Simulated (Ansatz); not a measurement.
**BH₃Cl (doublet): from Hartree-Fock to the top rungs at distance B1–H4 along a hydrogen transfer = 1.238 Å, cc-pVDZ**

An exercise on one series of results from a longer session: the logs are not shown, and one member is left open.

Program: Ansatz 0.2.0, Gaussian basis. Level of theory: cc-pVDZ, core rule «outside noble gas», up to 6 orbitals frozen. These are calculated values, not measurements.

The runs, in order: UHF; CCSD(T) on ROHF; CCSD(T) on UHF; BCCD(T) on ROHF; CISD; CCSDT(Q) on ROHF; CCSDT(Q) on UHF; CASSCF and MRCISD+Q, 3 electrons in 3 orbitals; CASSCF and NEVPT2, 3 electrons in 3 orbitals.

19 further runs of the same task are left out: 9 for a known fault of the program, 1 for a mislabelled method, 5 that didn't finish, 4 set aside as unsound or not needed.

### What is computed

The geometry derives from fragments relaxed apart (PBE0/def2-TZVP) and kept rigid, so it is no stationary point. A hydrogen atom is moved between rigid fragments.

5 atoms, charge 0, spin multiplicity 2.

Atoms are counted from 1 here; the program's logs count them from 0.

Bond lengths: B1–H2 1.193 Å, B1–H3 1.193 Å, B1–H4 1.238 Å, H4–Cl5 1.616 Å. Angles: H2–B1–H3 120.0°, H2–B1–H4 120.0°, H3–B1–H4 120.0°, B1–H4–Cl5 180.0°.

The first run:

in.yaml reads:

```yaml
crystal:
  periodic: [false, false, false]
  atoms:
    - {symbol: B, position_ang: [-2.053809, 0.000000, 0.000000]}
    - {symbol: H, position_ang: [-2.650542, 1.033571, 0.000000]}
    - {symbol: H, position_ang: [-2.650542, -1.033571, 0.000000]}
    - {symbol: H, position_ang: [-0.815809, 0.000000, 0.000000]}
    - {symbol: Cl, position_ang: [0.800191, 0.000000, 0.000000]}
basis:
  gaussian: {orbitals: cc-pVDZ}
magnetization: {spin_polarized: true, initial_magnetization: 1}
hamiltonian: {xc: hf}
output: {orbitals: {seedname: orbitals}}
```

Run with:

```
$ ansatz run in.yaml --threads 1 --pin off --events-out ev --progress --plain --max-ram 2393MiB
```

Steps of the session up to this table: UHF; CCSD(T) on ROHF; CCSD(T) on UHF; BCCD(T) on ROHF; CISD; CCSDT(Q) on ROHF; CCSDT(Q) on UHF; CASSCF and MRCISD+Q, 3 electrons in 3 orbitals; CASSCF and NEVPT2, 3 electrons in 3 orbitals.

One table of the session follows, with a row left open; its other results are not shown here.

```
       method  from UCCSDT(Q) (meV)
         ROHF               +7331.8
          UHF               +7137.8
         RMP2               +1153.6
         UMP2               +1192.9
         CISD                     ?
        RCCSD                +152.0
        UCCSD                +147.7
     RCCSD(T)                 +29.1
     UCCSD(T)                 +29.4
      BCCD(T)                 +29.4
       RCCSDT                  +9.1
       UCCSDT                  +8.7
    RCCSDT(Q)                  +0.3
    UCCSDT(Q)                     0
  CASSCF pair               +6871.3
  NEVPT2 pair               +1169.9
  MRCISD pair                +638.7
MRCISD+Q pair                 +42.3
```

**Question.** Estimate the row for CISD.

The run gave: from UCCSDT(Q) (meV): +711.6. In the column «from UCCSDT(Q) (meV)» it lies between MRCISD pair (+638.7) and RMP2 (+1153.6).

Among the levels timed on like hardware and quicker than the yardstick, those that no quicker one beats, quickest first: NEVPT2 pair (1.1 s, +1169.9 meV); MRCISD+Q pair (1.4 s, +42.3 meV); UCCSD(T) (3 s, +29.4 meV); RCCSD(T) (3 s, +29.1 meV).

Caveats from the session: Of the multireference levels listed MRCISD+Q pair comes nearest in total energy (+42.3 meV), which doesn't show that its space is the better one. Restricted and unrestricted rows rest on different reference determinants; where their highest levels disagree by more than a few hundredths of an eV, they describe different states and don't form one ladder.
